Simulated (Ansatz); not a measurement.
SbAu2: from a trial structure to a relaxed crystal

Method: DFT PBE, scalar-relativistic, plane waves, PAW (Ansatz). Cutoff 420 eV, Γ-centred k mesh, Gaussian smearing, no spin polarisation in the final step.

A relaxed cell is given with its space group left out.

```
CELL_PARAMETERS angstrom
5.99838 0.00000 0.00000
0.00000 5.99838 0.00000
0.00000 0.00000 5.99838
ATOMIC_POSITIONS crystal
Sb 0.00000 0.00000 0.00000
Sb 0.50000 0.50000 0.50000
Au 0.25000 0.25000 0.25000
Au 0.25000 0.75000 0.75000
Au 0.75000 0.75000 0.25000
Au 0.75000 0.25000 0.75000
```

The zero of energy is the elements' standard structures at the same level; no fitted shifts are applied.

Task: What space group does it have?

Result: Pn-3m (No. 224). Conventional cell: a = 5.998 Å. Sb has 4 Au at 2.60 Å; around Au lie 2 Sb at 2.60 Å.

Task: How far does it lie from the elements in energy?

Result: 0.39 eV/atom.

Task: Is it a metal?

Result: Yes, bands cross the Fermi level on the 6×6×6 mesh.

The final run used a 6×6×6 mesh on its 6-atom cell and 0.10 eV smearing. The k mesh leaves about 4 meV/atom of noise in metals. Spin–orbit coupling is left out. The cell came from a trial start, so SbAu2 may not exist in this structure.

Cost: 3 runs of about 2 core-minutes in all, on Arm Neoverse V2 (shared hosts).